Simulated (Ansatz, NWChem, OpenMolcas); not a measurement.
## C2H5B (SMILES BC=C): methods side by side

C2H5B: 8 atoms, total charge 0, spin state singlet. As SMILES, `BC=C`. The shape is that of a PBE0-D4/def2-TZVP optimisation.

Each level gives the electronic atomisation energy (eV). The values are calculated. Electronic energies at fixed atoms, without zero-point motion or spin-orbit coupling.

```tsv
level	kind	program	value (eV)
HF/6-311+G**	Hartree–Fock	OpenMolcas	24.71
SVWN5/6-311+G**	LDA	OpenMolcas	35.83
PBE/6-311+G**	GGA	NWChem	32.37
r2SCAN/6-311+G**	meta-GGA	Ansatz	32.00
B3LYP/6-311+G**	global hybrid	OpenMolcas	31.91
CAM-B3LYP/6-311+G**	range-separated hybrid	Ansatz	32.02
RPA@PBE/6-311+G**	RPA	Ansatz	29.27
CCSD/6-311+G**	coupled cluster or CI	Ansatz	29.99
```

Correlated wave functions underbind in double-zeta sets. The values span 24.71 to 35.83 eV.
